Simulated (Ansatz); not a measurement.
**C₂H₆Si: single points off equilibrium**

The task here is to estimate one member of a computed series from the others.

The runs use Ansatz 0.2.0, Gaussian basis; single points in def2-TZVPP.

Cores are frozen in the correlated methods.

### The starting structure

SMILES `C[Si]C`, 9 atoms, charge 0, spin multiplicity 1.

Atoms are counted from 1 here; the program's logs count them from 0.

Bond lengths: C1–Si2 1.948 Å, C1–H4 1.100 Å, C1–H5 1.073 Å, C1–H6 1.062 Å, Si2–C3 1.934 Å, C3–H7 1.065 Å, C3–H8 1.091 Å, C3–H9 1.088 Å. Angles: Si2–C1–H4 110.4°, Si2–C1–H5 110.6°, Si2–C1–H6 111.1°, H4–C1–H5 108.5°, H4–C1–H6 108.2°, H5–C1–H6 107.9°, C1–Si2–C3 98.9°, Si2–C3–H7 110.4°, Si2–C3–H8 111.1°, Si2–C3–H9 109.3°, H7–C3–H8 109.3°, H7–C3–H9 110.5°, H8–C3–H9 106.1°.

As a file:

```xyz
9
charge 0, multiplicity 1
C    -0.5358    1.1166   -0.8016
Si    0.8858   -0.2109   -0.9168
C     0.5725   -1.1316    0.7548
H    -1.5157    0.6230   -0.7242
H    -0.5373    1.7438   -1.6727
H    -0.4097    1.7399    0.0484
H    -0.3945   -1.5769    0.7584
H     1.3256   -1.9020    0.9254
H     0.6711   -0.4267    1.5777
```

The first run:

run/in.yaml

```yaml
crystal:
  periodic: [false, false, false]
  atoms:
    - {symbol: C, position_ang: [-0.535800, 1.116600, -0.801600]}
    - {symbol: Si, position_ang: [0.885800, -0.210900, -0.916800]}
    - {symbol: C, position_ang: [0.572500, -1.131600, 0.754800]}
    - {symbol: H, position_ang: [-1.515700, 0.623000, -0.724200]}
    - {symbol: H, position_ang: [-0.537300, 1.743800, -1.672700]}
    - {symbol: H, position_ang: [-0.409700, 1.739900, 0.048400]}
    - {symbol: H, position_ang: [-0.394500, -1.576900, 0.758400]}
    - {symbol: H, position_ang: [1.325600, -1.902000, 0.925400]}
    - {symbol: H, position_ang: [0.671100, -0.426700, 1.577700]}
basis:
  gaussian: {orbitals: def2-TZVPP}
correlation: {method: ccsd_t}
output: {forces: true}
```

The command line of these runs was not kept.

Steps of the session up to this table: CCSD(T)/def2-TZVPP; PBE0-D4/def2-TZVPP; wB97M-V/def2-TZVPP; r2SCAN-D4/def2-TZVPP; PBE-D4/def2-TZVPP; LC-wPBE/def2-TZVPP; B97M-V/def2-TZVPP.

One table of the session follows, with a row left open; its other results are not shown here.

```
   method  RMS force component (eV/Å)  angle to CCSD(T) forces (°)  dipole (D)
  CCSD(T)                       0.554                    reference        1.04
  PBE0-D4                       0.577                          3.6        1.24
  wB97M-V                           ?                            ?           ?
r2SCAN-D4                       0.574                          3.5        1.32
   PBE-D4                       0.619                          9.3        1.24
  LC-wPBE                       0.601                          9.7        1.30
   B97M-V                       0.534                         10.2        1.17
```

Q: Estimate the row for wB97M-V from the others.

**Answer.** RMS force component (eV/Å): 0.560; angle to CCSD(T) forces (°): 5.1; dipole (D): 1.04. In the column «RMS force component (eV/Å)» it lies between CCSD(T) (0.554) and r2SCAN-D4 (0.574).
